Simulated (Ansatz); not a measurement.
## Molecular dynamics of CH₄AlF

input.yaml

```yaml
crystal:
  periodic: [false, false, false]
  atoms:
    - { symbol: Al, position_ang: [-0.037782, -0.004719, 0.018998] }
    - { symbol: C, position_ang: [0.002858, -0.011318, 1.959107] }
    - { symbol: H, position_ang: [-0.962531, -0.307875, 2.398884] }
    - { symbol: H, position_ang: [0.782866, -0.685886, 2.347985] }
    - { symbol: H, position_ang: [0.239658, 0.997708, 2.33959] }
    - { symbol: F, position_ang: [1.416619, -0.003751, -0.802094] }
    - { symbol: H, position_ang: [-1.329189, 0.015841, -0.89597] }
basis:
  gaussian: { orbitals: def2-SVP }
hamiltonian:
  xc: pbe0
  dispersion: d4
md:
  timestep: 0.5
  n_steps: 250
  ensemble: nvt_nose_hoover
  temperature: 3000.0
  initial_velocities: maxwell_boltzmann
  seed: 507164
  nose_hoover: { tau: 1.0, chain_length: 1 }
```

Command:

```bash
$ ansatz run input.yaml --threads 1 --pin off --max-ram 2048MiB --backend cpu --events-out ev --progress --plain --runs-dir out
```

It starts from a relaxed structure.

Output, in part (step lines, the closing report, with atoms numbered from 0):

```
md step     0: t =     0.00 fs  T =  3000.0 K  F+E_penalty+E_count = -10405.88634473 eV  E_kin = 1.938900 eV  conserved = -10403.94744475 eV  (22 SCF iters)
[... lines left out ...]
Total energy: -10404.24070831 eV, -382.3487937828 hartree
Atom 0 at     0.086628    -0.273185     0.105036 Å, force    -2.633320    -1.005720    -1.630620 eV/Å
Atom 1 at     0.016168     0.218498     1.813832 Å, force    -3.461894    -1.038189     4.083203 eV/Å
Atom 2 at     0.999479     0.303028     2.308666 Å, force    -0.480895    -0.419437     0.671796 eV/Å
Atom 3 at    -0.816453     0.744248     2.372694 Å, force     1.158822     1.232183    -0.872860 eV/Å
Atom 4 at    -0.823494    -0.697481     2.137982 Å, force     3.241335     0.791329    -0.483757 eV/Å
Atom 5 at     1.265002     0.276169    -0.852179 Å, force     1.327385     0.212964    -1.295177 eV/Å
Atom 6 at    -1.259851    -1.158109    -0.256850 Å, force     0.848567     0.226871    -0.472584 eV/Å
Dipole moment:    -0.080548    -0.114682     0.312981 e Å
```

The steps, from the saved trajectory:

```
time (fs)  T (K)  potential energy less start (eV)  conserved less start (meV/atom)
        0   3000                             0.000                             0.00
        4   3457                             1.294                             1.34
        8   3139                             2.053                             0.45
       12   3533                             2.395                             0.12
       16   4681                             2.477                             1.30
       20   3965                             1.592                            -0.38
       24   3749                             1.162                            -0.40
       28   4913                             1.859                             0.81
       32   4074                             2.165                             0.00
       36   4049                             2.398                             0.18
       40   4670                             2.445                             1.46
       44   3344                             1.482                            -0.04
       48   3641                             1.617                             0.09
       52   4100                             1.734                             1.38
       56   2981                             0.957                            -0.04
       60   3300                             1.757                             0.37
       64   4067                             2.861                             2.15
       68   3658                             2.295                             1.63
       72   3023                             1.790                             1.13
       76   2521                             1.504                             0.91
       80   2454                             0.988                             0.84
       84   2326                             1.126                             1.13
       88   2007                             1.721                             0.78
       92   2141                             2.405                             1.20
       96   2500                             3.286                             2.59
      100   2486                             2.889                             1.97
      104   2567                             2.224                             1.56
      108   2857                             2.327                             1.58
      112   3026                             1.600                             1.47
      116   3027                             0.766                             0.65
      120   3323                             1.468                             1.12
      124   3699                             1.820                             1.64
```

All steps were run. The conserved energy stayed within 3.3 meV per atom of its start (net change 1.4 meV per atom), so the integration is sound. A run of 0.12 ps of so small a system gives no equilibrium averages.

The same pairs are bonded in the first frame and the last. Pairs count as bonded within 1.25 times the sum of covalent radii (0.12 Å more for H–H).

Last frame:

```xyz
7
Properties=species:S:1:pos:R:3
Al 0.087 -0.273 0.105
C 0.016 0.218 1.814
H 1.000 0.303 2.309
H -0.817 0.744 2.373
H -0.824 -0.698 2.138
F 1.265 0.276 -0.852
H -1.260 -1.158 -0.257
```

The run took 6.9 min on 1 thread of Arm Neoverse V1, with other jobs on the host, peak memory 0.12 GiB.
